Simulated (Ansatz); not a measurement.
# A reaction path, image by image

AlNH4O, singlet, from AlNH₄O ([NH2][AlH][OH]) to AlNH₄O ([NH3][Al][OH]); BHLYP-D4/cc-pVDZ (Ansatz 0.2.0). Settings:

```yaml
hamiltonian: {xc: {name: BHLYP}, dispersion: d4}
neb:
  images: 7
  climbing: true
  max_iterations: 40
  initial_path: idpp
```

First end:

Al1  (-0.227, 0.406, 0.221)
N2  (0.540, -1.174, 0.340)
H3  (-0.748, 1.152, 1.512)
O4  (-0.372, 1.072, -1.334)
H5  (0.684, -1.672, 1.203)
H6  (0.895, -1.705, -0.438)
H7  (-0.772, 1.922, -1.503)
(Å)

Second end:

| atom | x (Å) | y (Å) | z (Å) |
| --- | --- | --- | --- |
| Al1 | -1.4035 | 0.0941 | -0.5642 |
| N2 | 0.1458 | -0.1086 | 1.0140 |
| H3 | 0.1748 | 0.6463 | 1.6912 |
| O4 | 0.0324 | 0.1620 | -1.5762 |
| H5 | 0.1314 | -0.9848 | 1.5253 |
| H6 | 0.9814 | -0.0716 | 0.4340 |
| H7 | -0.0621 | 0.2627 | -2.5239 |

The ends were relaxed with PBE0-D4 in triple zeta, so they are not quite minima here (largest force components 0.60 and 0.46 eV/Å).

Energies along the converged band: It took 12 iterations. Path lengths are measured after rigid turns and shifts between images are taken out.
| image | path length (Å) | energy (kcal/mol) |
| --- | --- | --- |
| 0 | 0.00 | 0.00 |
| 1 | 0.52 | 2.63 |
| 2 | 1.04 | 14.09 |
| 3 | 1.56 | 44.33 |
| 4 (climbing) | 2.08 | 72.78 |
| 5 | 2.56 | 38.85 |
| 6 | 3.04 | 21.98 |
| 7 | 3.51 | 18.75 |
| 8 | 3.99 | 18.20 |
Energies count from the first end.

The images between the ends:
Image 1:
```json
{"atom": "Al1", "x (Å)": "-0.2645", "y (Å)": "0.4144", "z (Å)": "0.1573"}
{"atom": "N2", "x (Å)": "0.5277", "y (Å)": "-1.1463", "z (Å)": "0.3988"}
{"atom": "H3", "x (Å)": "-0.7056", "y (Å)": "1.0870", "z (Å)": "1.5047"}
{"atom": "O4", "x (Å)": "-0.4364", "y (Å)": "1.0080", "z (Å)": "-1.4396"}
{"atom": "H5", "x (Å)": "0.4274", "y (Å)": "-1.6047", "z (Å)": "1.2905"}
{"atom": "H6", "x (Å)": "1.2706", "y (Å)": "-1.5662", "z (Å)": "-0.1306"}
{"atom": "H7", "x (Å)": "-0.8190", "y (Å)": "1.8079", "z (Å)": "-1.7810"}
```

Image 2:
```json
{"atom": "Al1", "x (Å)": "-0.3799", "y (Å)": "0.3905", "z (Å)": "0.0712"}
{"atom": "N2", "x (Å)": "0.5091", "y (Å)": "-1.0820", "z (Å)": "0.4524"}
{"atom": "H3", "x (Å)": "-0.6185", "y (Å)": "0.8944", "z (Å)": "1.5285"}
{"atom": "O4", "x (Å)": "-0.4505", "y (Å)": "0.9306", "z (Å)": "-1.5450"}
{"atom": "H5", "x (Å)": "0.2539", "y (Å)": "-1.5052", "z (Å)": "1.3312"}
{"atom": "H6", "x (Å)": "1.4571", "y (Å)": "-1.2964", "z (Å)": "0.2093"}
{"atom": "H7", "x (Å)": "-0.7710", "y (Å)": "1.6681", "z (Å)": "-2.0475"}
```

Image 3:
```json
{"atom": "Al1", "x (Å)": "-0.5928", "y (Å)": "0.3639", "z (Å)": "-0.0318"}
{"atom": "N2", "x (Å)": "0.5006", "y (Å)": "-0.8900", "z (Å)": "0.6029"}
{"atom": "H3", "x (Å)": "-0.4400", "y (Å)": "0.6829", "z (Å)": "1.5047"}
{"atom": "O4", "x (Å)": "-0.3734", "y (Å)": "0.8279", "z (Å)": "-1.6641"}
{"atom": "H5", "x (Å)": "0.1443", "y (Å)": "-1.4315", "z (Å)": "1.3761"}
{"atom": "H6", "x (Å)": "1.4679", "y (Å)": "-1.0756", "z (Å)": "0.4300"}
{"atom": "H7", "x (Å)": "-0.7065", "y (Å)": "1.5223", "z (Å)": "-2.2177"}
```

Image 4:
```json
{"atom": "Al1", "x (Å)": "-0.8324", "y (Å)": "0.3610", "z (Å)": "-0.1535"}
{"atom": "N2", "x (Å)": "0.4562", "y (Å)": "-0.6823", "z (Å)": "0.7690"}
{"atom": "H3", "x (Å)": "-0.2263", "y (Å)": "0.5013", "z (Å)": "1.4305"}
{"atom": "O4", "x (Å)": "-0.2765", "y (Å)": "0.7038", "z (Å)": "-1.7516"}
{"atom": "H5", "x (Å)": "0.0931", "y (Å)": "-1.3584", "z (Å)": "1.4333"}
{"atom": "H6", "x (Å)": "1.4468", "y (Å)": "-0.8763", "z (Å)": "0.6079"}
{"atom": "H7", "x (Å)": "-0.6608", "y (Å)": "1.3510", "z (Å)": "-2.3355"}
```

Image 5:
```json
{"atom": "Al1", "x (Å)": "-1.0477", "y (Å)": "0.3349", "z (Å)": "-0.3086"}
{"atom": "N2", "x (Å)": "0.3930", "y (Å)": "-0.5143", "z (Å)": "0.9103"}
{"atom": "H3", "x (Å)": "0.0021", "y (Å)": "0.3789", "z (Å)": "1.3878"}
{"atom": "O4", "x (Å)": "-0.1975", "y (Å)": "0.5729", "z (Å)": "-1.8094"}
{"atom": "H5", "x (Å)": "0.0704", "y (Å)": "-1.2648", "z (Å)": "1.5127"}
{"atom": "H6", "x (Å)": "1.4006", "y (Å)": "-0.6607", "z (Å)": "0.7491"}
{"atom": "H7", "x (Å)": "-0.6207", "y (Å)": "1.1533", "z (Å)": "-2.4418"}
```

Image 6:
```json
{"atom": "Al1", "x (Å)": "-1.3034", "y (Å)": "0.1951", "z (Å)": "-0.4710"}
{"atom": "N2", "x (Å)": "0.3365", "y (Å)": "-0.3885", "z (Å)": "0.9613"}
{"atom": "H3", "x (Å)": "0.2130", "y (Å)": "0.4499", "z (Å)": "1.5203"}
{"atom": "O4", "x (Å)": "-0.1460", "y (Å)": "0.4822", "z (Å)": "-1.7640"}
{"atom": "H5", "x (Å)": "0.0767", "y (Å)": "-1.1624", "z (Å)": "1.5644"}
{"atom": "H6", "x (Å)": "1.3237", "y (Å)": "-0.4830", "z (Å)": "0.7342"}
{"atom": "H7", "x (Å)": "-0.5003", "y (Å)": "0.9068", "z (Å)": "-2.5452"}
```

Image 7:
```json
{"atom": "Al1", "x (Å)": "-1.4213", "y (Å)": "0.0671", "z (Å)": "-0.5277"}
{"atom": "N2", "x (Å)": "0.2465", "y (Å)": "-0.2589", "z (Å)": "0.9910"}
{"atom": "H3", "x (Å)": "0.2943", "y (Å)": "0.5564", "z (Å)": "1.5932"}
{"atom": "O4", "x (Å)": "-0.0881", "y (Å)": "0.3863", "z (Å)": "-1.6436"}
{"atom": "H5", "x (Å)": "0.1288", "y (Å)": "-1.0616", "z (Å)": "1.5996"}
{"atom": "H6", "x (Å)": "1.1452", "y (Å)": "-0.3408", "z (Å)": "0.5239"}
{"atom": "H7", "x (Å)": "-0.3052", "y (Å)": "0.6515", "z (Å)": "-2.5364"}
```

The band counts as converged below 0.05 eV/Å. The run took about 99 s on 2 CPU threads of an Arm Neoverse V2 (shared host).
